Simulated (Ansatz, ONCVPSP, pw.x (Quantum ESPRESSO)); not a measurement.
# What a changed setting does to a pw.x run (bcc Mo)

Potential: optimised norm-conserving Vanderbilt (ONCV), ONCVPSP 4.0.1.1 (patched build), PBE; core [Ar] 3d10, reference 4s2 4p6 4d5 5s1; waves: 4s+5s: rc 1.80 bohr, ncon 4, nbas 7, qcut 5.5 1/bohr, 2 projectors; 4p: rc 1.70 bohr, ncon 5, nbas 8, qcut 7.6 1/bohr, 2 projectors, debl 2.7 Ha; 4d: rc 1.75 bohr, ncon 4, nbas 7, qcut 5.4 1/bohr, 2 projectors, debl 4 Ha; local part: polynomial inside 1.60 bohr (lpopt 5, dvloc0 4 Ha); core correction: none.

The reference run (k-mesh 15³, cutoffs 125/500 Ry, Fermi–Dirac 0.01 Ry, mixing_beta 0.4, conv_thr 1e-9, no spin) gives 1.28 GPa at 15.802 Å³/atom, where all-electron LAPW gives -0.00 GPa. This run, with its own iteration cap, changes k-mesh points per axis to 8.

```
&control
  calculation='scf', prefix='x', pseudo_dir='./', outdir='./tmp', tstress=.true., disk_io='none'
/
&system
  ibrav=0, nat=1, ntyp=1, ecutwfc=125, ecutrho=500, nbnd=15,
  occupations='smearing', smearing='fd', degauss=0.01
/
&electrons
  conv_thr=1e-09, mixing_beta=0.4, electron_maxstep=50
/
ATOMIC_SPECIES
Mo 1.0 Mo.UPF
CELL_PARAMETERS angstrom
  -1.58082582 1.58082582 1.58082582
  1.58082582 -1.58082582 1.58082582
  1.58082582 1.58082582 -1.58082582
ATOMIC_POSITIONS crystal
Mo 0.0000 0.0000 0.0000
K_POINTS automatic
8 8 8 0 0 0
```

```bash
pw.x < Mo.scf.in > Mo.scf.out
```

How does the run end?

It converges in 8 iterations; the free energy moves by +15.3 meV/atom and the pressure by +0.19 GPa.

```
Message from routine setup:
     using ibrav=0 with symmetry is DISCOURAGED, use correct ibrav instead
     lattice parameter (alat)  =       5.1742  a.u.
     unit-cell volume          =     106.6372 (a.u.)^3
     number of electrons       =        14.00
     number of Kohn-Sham states=           15
     kinetic-energy cutoff     =     125.0000  Ry
     charge density cutoff     =     500.0000  Ry
     scf convergence threshold =      1.0E-09
     Exchange-correlation= PBE
     number of k points=    29  Fermi-Dirac smearing, width (Ry)=  0.0100
     iteration #  1     ecut=   125.00 Ry     beta= 0.40
     total energy              =    -137.00680070 Ry
     estimated scf accuracy    <       0.12917047 Ry
     iteration #  2     ecut=   125.00 Ry     beta= 0.40
     total energy              =    -137.01402065 Ry
     estimated scf accuracy    <       0.01277281 Ry
     iteration #  3     ecut=   125.00 Ry     beta= 0.40
     total energy              =    -137.01550490 Ry
     estimated scf accuracy    <       0.00104786 Ry
     iteration #  4     ecut=   125.00 Ry     beta= 0.40
     total energy              =    -137.01555174 Ry
     estimated scf accuracy    <       0.00006019 Ry
     iteration #  5     ecut=   125.00 Ry     beta= 0.40
     total energy              =    -137.01556190 Ry
     estimated scf accuracy    <       0.00000166 Ry
     iteration #  6     ecut=   125.00 Ry     beta= 0.40
     total energy              =    -137.01556212 Ry
     estimated scf accuracy    <       0.00000012 Ry
     iteration #  7     ecut=   125.00 Ry     beta= 0.40
     total energy              =    -137.01556213 Ry
     estimated scf accuracy    <       0.00000002 Ry
     iteration #  8     ecut=   125.00 Ry     beta= 0.40
     the Fermi energy is    20.9257 ev
!    total energy              =    -137.01556213 Ry
     estimated scf accuracy    <          7.8E-10 Ry
     smearing contrib. (-TS)   =      -0.00341212 Ry
     The total energy is F=E-TS. E is the sum of the following terms:
     one-electron contribution =     -20.23357500 Ry
     hartree contribution      =      18.29680600 Ry
     xc contribution           =     -15.68946294 Ry
     ewald contribution        =    -119.38591808 Ry
     convergence has been achieved in   8 iterations
          total   stress  (Ry/bohr**3)                   (kbar)     P=       14.68
     Message from routine punch:
     Nothing written, as per user request (disk_io='none')
```

The run took about 26 s on one core of a shared host (Neoverse-N1, 64 threads, 124 GiB, load 56).
